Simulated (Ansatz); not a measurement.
Molecular dynamics of C3H6N2

Input file:

```yaml
crystal:
  periodic: [false, false, false]
  atoms:
    - { symbol: "N", position_ang: [-0.501092, 1.596088, -0.802537] }
    - { symbol: C, position_ang: [-0.970496, 0.387114, -0.810178] }
    - { symbol: C, position_ang: [0.134636, -0.503947, -0.574899] }
    - { symbol: C, position_ang: [0.582781, -0.646906, 0.806404] }
    - { symbol: "N", position_ang: [1.262303, -1.649674, 1.202974] }
    - { symbol: H, position_ang: [-1.114792, 2.404099, -0.647526] }
    - { symbol: H, position_ang: [-2.025345, 0.154711, -0.963738] }
    - { symbol: H, position_ang: [0.230632, -1.417657, -1.156699] }
    - { symbol: H, position_ang: [0.631192, 0.965006, -0.685604] }
    - { symbol: H, position_ang: [0.318729, 0.193762, 1.468079] }
    - { symbol: H, position_ang: [1.516751, -1.539395, 2.184425] }
basis:
  gaussian: { orbitals: def2-mTZVP }
hamiltonian:
  xc: pbe0
  dispersion: d4
md:
  timestep: 0.5
  n_steps: 200
  ensemble: nve
  temperature: 300.0
  initial_velocities: maxwell_boltzmann
  seed: 5610
```

Command:

```bash
$ ansatz run input.yaml --threads 2 --pin off --max-ram 3072MiB --backend cpu --events-out ev --progress --plain --runs-dir out
```

It starts at the highest image of a converged band. Of that band: Neighbouring images differ by up to 1.8 eV, so the band resolves the path poorly. A vibrational analysis at the climbing image gives one clearly imaginary mode, 1947i cm⁻¹: a first-order saddle point.

Output, in part (step lines, the closing report, with atoms numbered from 0):

```
md step     0: t =     0.00 fs  T =   300.0 K  F+E_penalty+E_count = -6179.55239221 eV  E_kin = 0.349002 eV  conserved = -6179.20339021 eV  (30 SCF iters)
md step     1: t =     0.50 fs  T =   294.5 K  F+E_penalty+E_count = -6179.54583548 eV  E_kin = 0.342554 eV  conserved = -6179.20328156 eV  (34 SCF iters)
md step     2: t =     1.00 fs  T =   279.4 K  F+E_penalty+E_count = -6179.52804221 eV  E_kin = 0.325075 eV  conserved = -6179.20296684 eV  (34 SCF iters)
md step     3: t =     1.50 fs  T =   259.1 K  F+E_penalty+E_count = -6179.50394352 eV  E_kin = 0.301389 eV  conserved = -6179.20255449 eV  (34 SCF iters)
md step     4: t =     2.00 fs  T =   238.8 K  F+E_penalty+E_count = -6179.47998097 eV  E_kin = 0.277791 eV  conserved = -6179.20218974 eV  (34 SCF iters)
md step     5: t =     2.50 fs  T =   223.4 K  F+E_penalty+E_count = -6179.46188723 eV  E_kin = 0.259904 eV  conserved = -6179.20198334 eV  (34 SCF iters)
md step     6: t =     3.00 fs  T =   215.8 K  F+E_penalty+E_count = -6179.45299951 eV  E_kin = 0.251046 eV  conserved = -6179.20195348 eV  (33 SCF iters)
md step     7: t =     3.50 fs  T =   216.6 K  F+E_penalty+E_count = -6179.45396953 eV  E_kin = 0.251949 eV  conserved = -6179.20202021 eV  (34 SCF iters)
[... lines left out ...]
Total energy: -6180.32073076 eV, -227.1225976836 hartree
Atom 0 at    -0.798828     1.742466    -0.861457 Å, force     2.596996     2.040749    -0.573405 eV/Å
Atom 1 at    -0.763054     0.512661    -0.716982 Å, force    -0.869446    -1.545073    -1.178855 eV/Å
Atom 2 at     0.320517    -0.525585    -0.719307 Å, force     2.633337     1.617424     3.282633 eV/Å
Atom 3 at     0.698582    -0.607074     0.880174 Å, force    -1.012645    -2.835674    -0.750018 eV/Å
Atom 4 at     1.149385    -1.753202     1.239145 Å, force     0.092292     0.808288     0.447299 eV/Å
Atom 5 at    -1.757587     1.962108    -0.930504 Å, force    -1.325002     1.142972     0.287055 eV/Å
Atom 6 at    -1.788961     0.143075    -0.642560 Å, force     0.184990    -1.630762     0.247584 eV/Å
Atom 7 at    -0.273049    -1.428086    -0.832339 Å, force     1.087955    -0.592430    -0.754492 eV/Å
Atom 8 at     1.480802    -0.391145    -1.143556 Å, force    -3.714819    -0.256629     0.177427 eV/Å
Atom 9 at     0.251331     0.156802     1.535893 Å, force     0.620898     0.149552    -0.059020 eV/Å
Atom 10 at     1.284450    -1.990438     2.259310 Å, force    -0.294556     1.101584    -1.126209 eV/Å
Dipole moment:    -0.370667    -0.121391     0.268884 e Å
```

The steps, from the saved trajectory:

```
time (fs)  T (K)  potential energy less start (eV)  conserved less start (meV/atom)
      0.0    300                             0.000                             0.00
      3.0    216                             0.099                             0.13
      6.0    364                            -0.072                             0.24
      9.0   1268                            -1.129                            -0.34
     12.0   1652                            -1.576                            -0.27
     15.0   1206                            -1.053                             0.06
     18.0   1132                            -0.966                             0.18
     21.0   1931                            -1.906                            -0.84
     24.0   1749                            -1.692                            -0.60
     27.0   1114                            -0.946                             0.14
     30.0    861                            -0.651                             0.18
     33.0   1347                            -1.224                            -0.58
     36.0   1274                            -1.140                            -0.65
     39.0    511                            -0.244                             0.15
     42.0    643                            -0.397                             0.12
     45.0   1243                            -1.103                            -0.55
     48.0   1661                            -1.594                            -0.89
     51.0   1160                            -0.998                             0.20
     54.0   1427                            -1.312                            -0.05
     57.0   1422                            -1.308                            -0.21
     60.0   1621                            -1.544                            -0.66
     63.0   1119                            -0.952                             0.10
     66.0   1196                            -1.042                             0.02
     69.0   1218                            -1.072                            -0.36
     72.0    966                            -0.779                            -0.41
     75.0    639                            -0.393                             0.15
     78.0    988                            -0.801                             0.02
     81.0   1609                            -1.527                            -0.38
     84.0   1593                            -1.507                            -0.22
     87.0   1330                            -1.198                             0.03
     90.0   1414                            -1.295                             0.01
     93.0   1431                            -1.318                            -0.15
     96.0   1297                            -1.165                            -0.44
     99.0    846                            -0.632                             0.26
```

The run went to its last step. The conserved energy stayed within 0.93 meV per atom of its start (net change 0.16 meV per atom), so the integration is sound. The system heated up, since it started high on the potential surface and ran downhill. A run of 0.1 ps of so small a system gives no equilibrium averages. The orbitals stay closed-shell, which can raise the energy where a bond breaks towards radicals; this wasn't checked here.

The step under study would form N1–H9 and break C3–H9. These pairs go: N1–H9 1.30 → 3.14 Å, C3–H9 1.55 → 1.24 Å. In the last frame they stand as before the step (other bonds may differ from the relaxed reactants and products). These pairs come and go: their bonding changes 9 times, last at 65 of 100 fs, so the outcome isn't settled. It ends as one piece, C3H6N2. Pairs count as bonded within 1.25 times the sum of covalent radii (0.12 Å more for H–H).

Last frame:

```xyz
11
Properties=species:S:1:pos:R:3
N -0.799 1.742 -0.862
C -0.763 0.513 -0.717
C 0.321 -0.526 -0.719
C 0.699 -0.607 0.880
N 1.149 -1.753 1.239
H -1.758 1.962 -0.930
H -1.789 0.143 -0.643
H -0.273 -1.428 -0.832
H 1.481 -0.391 -1.144
H 0.251 0.157 1.536
H 1.284 -1.990 2.259
```

Run time: 7.5 min on 2 threads of Arm Neoverse V2, on a shared host, peak memory 0.22 GiB.
